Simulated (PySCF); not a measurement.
C3H2FO2 (charge -1).
Numbering: `[CH2:1]=[C:2]([F:3])[C:4](=[O:5])[O-:6]` (hydrogens: H7, H8 on C1)

The same species was optimised twice, with GFN2-xTB and with PBE0-D3(BJ)/def2-SVP (PySCF), and the same property calculations (PySCF, gas phase) were run on both structures.

```tsv
coordinate	GFN2-xTB	PBE0-D3(BJ)/def2-SVP	change
C2–F3 (Å)	1.368	1.344	-0.024
C2–C4 (Å)	1.569	1.550	-0.019
C1=C2 (Å)	1.322	1.335	+0.013
C4=O5 (Å)	1.233	1.240	+0.007
C4–O6 (Å)	1.238	1.244	+0.006
C2–C4–O5 (°)	116.2	115.0	-1.2
F3–C2–C4 (°)	116.7	115.6	-1.1
O5–C4–O6 (°)	130.5	131.4	+0.9
C1–C2–F3 (°)	118.4	119.2	+0.8
C2–C4–O6 (°)	113.4	113.6	+0.2
C1–C2–C4 (°)	125.0	125.2	+0.2
C1–C2–C4–O5 (°)	180	180	0
```

Rotational constants: A = 5826, B = 3534, C = 2200 MHz (GFN2-xTB) against A = 5781, B = 3634, C = 2231 MHz (PBE0-D3(BJ)/def2-SVP). Point groups within 0.08 Å: Cs and Cs.

On the GFN2-xTB structure: HOMO (eV) -1.50 [PBE0/pcSseg-1]; LUMO (eV) 4.43 [PBE0/pcSseg-1]; GIAO shielding of C1 (ppm) 97.6 [PBE0/pcSseg-1]; GIAO shielding of C2 (ppm) 4.1 [PBE0/pcSseg-1]; GIAO shielding of F3 (ppm) 277.0 [PBE0/pcSseg-1]; GIAO shielding of C4 (ppm) 25.3 [PBE0/pcSseg-1]; GIAO shielding of O5 (ppm) 11.3 [PBE0/pcSseg-1]; GIAO shielding of O6 (ppm) 21.2 [PBE0/pcSseg-1].

Q: What do these properties become on the PBE0-D3(BJ)/def2-SVP structure?

A: 
```csv
property,level,on GFN2-xTB,on PBE0-D3(BJ)/def2-SVP,change
HOMO (eV),PBE0/pcSseg-1,-1.50,-1.51,-0.01
LUMO (eV),PBE0/pcSseg-1,4.43,4.38,-0.05
"energy, GFN2-xTB geometry as zero (kcal/mol)",PBE0/pcSseg-1,0.0,-0.5,-0.5
GIAO shielding of C1 (ppm),PBE0/pcSseg-1,97.6,96.2,-1.4
GIAO shielding of C2 (ppm),PBE0/pcSseg-1,4.1,5.2,+1.1
GIAO shielding of F3 (ppm),PBE0/pcSseg-1,277.0,276.8,-0.2
GIAO shielding of C4 (ppm),PBE0/pcSseg-1,25.3,23.0,-2.3
GIAO shielding of O5 (ppm),PBE0/pcSseg-1,11.3,4.3,-7.0
GIAO shielding of O6 (ppm),PBE0/pcSseg-1,21.2,16.5,-4.7
```

The heavy atoms differ by 0.023 Å rms after alignment. Among bonds between heavy atoms C2–F3 changes most (-0.024 Å). Changes are differences of the printed values. Neither structure is proved a minimum here. The structure is a single PBE0-D3(BJ)/def2-SVP conformer in the gas phase; no vibrational or solvent corrections. The geometry's basis has no diffuse functions, a weakness for an anion.

Conformer computed: `[CH2:1]=[C:2]([F:3])[C:4](=[O:5])[O-:6]`: C1–C2–C4–O5 180°.
